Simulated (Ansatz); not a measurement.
System: bcc W. Method: LDA in Ansatz (PAW).

Run with plane-wave cutoff 500 eV, 32×32×32 k mesh, Fermi–Dirac smearing 0.1 eV, no spin polarisation, scalar-relativistic PAW data made under PBE.

Computed at the level's own relaxed cell.

Question: Predict the equilibrium volume per atom and lattice constant a.

Answer: 
equilibrium volume per atom: 15.41 Å³/atom
lattice constant a: 3.135 Å

Measured, for comparison: equilibrium volume per atom 15.78 Å³/atom, lattice constant a 3.16 Å (static lattice: zero-point anharmonic expansion removed; as tabulated in Mejia-Rodriguez and Trickey (2018), arXiv:1807.09216). Computed (rounded) less measured: equilibrium volume per atom -2.3 %, lattice constant a -0.8 %.

Spin–orbit coupling is not included.

Cost on a shared machine: very roughly 40 core-seconds.

Ansatz is a first-principles code.
